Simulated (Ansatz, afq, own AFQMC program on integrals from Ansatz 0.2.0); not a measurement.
# Where AFQMC and coupled cluster stand for AlH$_{2}$O, doublet

```xyz
4

Al    0.0000   -0.0822    0.7026
O     0.0000    0.0054   -1.1754
H     0.0000    1.2988    1.5355
H     0.0000    0.8153   -1.6851
```

Connectivity, by distances: AlH–OH.

Basis cc-pVDZ. Noble-gas cores (and the filled d shells of Ga–Kr and In–Xe) are frozen. Integrals, coupled cluster, full CI and functionals: Ansatz 0.2.0; the random walks run on the same integrals in our own AFQMC program. ph-AFQMC/CISD is guided by a CISD state made of CCSD amplitudes; releasing the constraint for a short imaginary time cuts its bias at the price of noise, slowly where states lie close. Error bars are statistical, one sigma.

Determinant: UHF, the one that the program's search chose, which needn't be the lowest solution. The geometry is a point of a scan.

No full CI on the walks' own integrals is used here; CCSDT(Q) serves as the reference and is uncertain by about the last step of the cluster series.

Cautions: the released energies move by 1.5 errors or more from one time to the next, so no released level is given (meV from the phaseless value at times in 1/Eh: -17 ± 16 at 0.24, -11 ± 15 at 0.51, 12 ± 12 at 0.99, 17 ± 16 at 1.62, -40 ± 22 at 2.40), though the last usable value meets CCSDT(Q) within the noise.

```
T1 diagnostic                               : 0.0209
weight of the determinant in the CISD state : 0.903
⟨S²⟩ of the determinant                     : 0.757
size of the correlated space                : 11 electrons in 36 orbitals
```

Reference: CCSDT(Q), correlation energy -7.211 eV.

```
        level  E − E(reference) (meV)  share of correlation (%)
           HF                  7210.9                      0.00
          MP2                   611.8                     91.52
         CCSD                   196.0                     97.28
      CCSD(T)                    38.8                     99.46
        CCSDT                    22.2                     99.69
ph-AFQMC/CISD              8.4 ± 14.7                     99.88
```

A walk keeps the symmetry of its determinant, which the program's search chose and which needn't be the lowest solution, so a lower state of the same spin and another symmetry isn't excluded.
